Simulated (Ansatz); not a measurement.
Pulling the pair apart

The pair of HF (SMILES F, atoms 1–2) and C₂H₄ (SMILES C=C, atoms 3–8), both closed shells, in one local arrangement (a lower one may exist), relaxed at PBE0-D4/def2-TZVP:

```
8
angstrom
F 1.0519 -0.5442 -2.0750
H 0.6420 -0.3316 -1.2649
C -0.8090 0.3766 0.2252
C 0.2469 -0.0860 0.8831
H -1.6468 -0.2643 -0.0280
H -0.8796 1.4158 -0.0779
H 1.0809 0.5568 1.1437
H 0.3137 -1.1232 1.1936
```

C₂H₄ is shifted rigidly along the line between the mean atom positions of the two fragments (negative: closer). Counterpoise interaction energies in kJ/mol. Ansatz 0.2.0; basis: def2-TZVPPD; cores frozen in the correlated methods.

```
shift (Å)     HF  r2SCAN-D4  PBE-D4
    -0.22   -1.5      -20.1   -20.2
    -0.11   -7.5      -22.6   -22.8
     0.00  -11.1      -23.3   -23.5
     0.11  -12.9      -22.7   -23.0
     0.26  -13.7      -20.9   -21.2
     0.55  -12.3      -16.2   -16.6
     1.10   -7.9       -8.8    -9.2
     2.20   -2.9       -2.7    -2.7
```

What does CCSD(T) give at these shifts? (To be estimated.)

By the calculation: -11.5, -15.5, -17.3, -17.7, -16.9, -13.8, -7.9, -2.7 kJ/mol. For zero shift, CCSD(T) at an estimated basis limit (MP2 extrapolated from triple and quadruple zeta, plus CCSD(T) − MP2 in triple zeta) gives -18.9 kJ/mol. These are counterpoise interaction energies, counted from the two frozen fragments.

No T1 diagnostic of these runs exceeds 0.011.

For scale, one of the runs: CCSD(T)/def2-TZVPPD, 199 basis functions, launched by `ansatz run in.yaml --threads 2 --pin off --events-out ev --progress --plain --max-ram 5222MiB`. Time: 55 s of wall clock on 2 CPU threads; the host was shared. Peak host memory: 2.5 GiB.
